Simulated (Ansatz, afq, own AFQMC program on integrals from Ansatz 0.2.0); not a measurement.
# Where AFQMC and coupled cluster stand for Al, quartet

A free Al atom.

Basis aug-cc-pVDZ. Only valence electrons are correlated. AFQMC by an in-house program on the Cholesky factors that Ansatz 0.2.0 writes for its CCSD(T) run. The CISD trial takes its coefficients from CCSD amplitudes. Released means that phaseless walkers are propagated on without the constraint, phases kept. Uncertainties: one standard error, sampling alone.

Determinant: UHF, the one that the program's search chose, which needn't be the lowest solution.

Full CI on the same integrals is exact in this basis and with this determinant's frozen core.

Cautions: another spin lies lower (by 3.42 eV); the released energies have errors that jump between times, so the bars are unsure, so no released level is given (meV from the phaseless value at times in 1/Eh: -1.2 ± 1.6 at 0.24, -1.7 ± 1.0 at 0.51, -0.6 ± 0.3 at 0.99, 74 ± 71 at 1.62, 6 ± 4 at 2.40), though the last usable value meets full CI within the noise.

```
T1 diagnostic                               : 0.0040
weight of the determinant in the CISD state : 0.982
⟨S²⟩ of the determinant                     : 3.750
size of the correlated space                : 3 electrons in 22 orbitals
```

```
  level  correlation energy (eV)
    MP2                  -0.2037
   CCSD                  -0.3325
CCSD(T)                  -0.3337
```

Q: Estimate where phaseless AFQMC with the Hartree–Fock trial lies against CCSD(T) on the same integrals.

A: 1.8 ± 0.3 kJ/mol above CCSD(T).

Reference: full CI, correlation energy -0.334 eV.

| level | E − E(reference) (kJ/mol) | share of correlation (%) |
| --- | --- | --- |
| CCSD(T) | 0.1 | 99.80 |
| ph-AFQMC/HF | 1.9 ± 0.3 | 94.22 |
| ph-AFQMC/CISD | 0.0 ± 0.03 | 99.86 |

A walk keeps the symmetry of its determinant, which the program's search chose and which needn't be the lowest solution, so a lower state of the same spin and another symmetry isn't excluded.
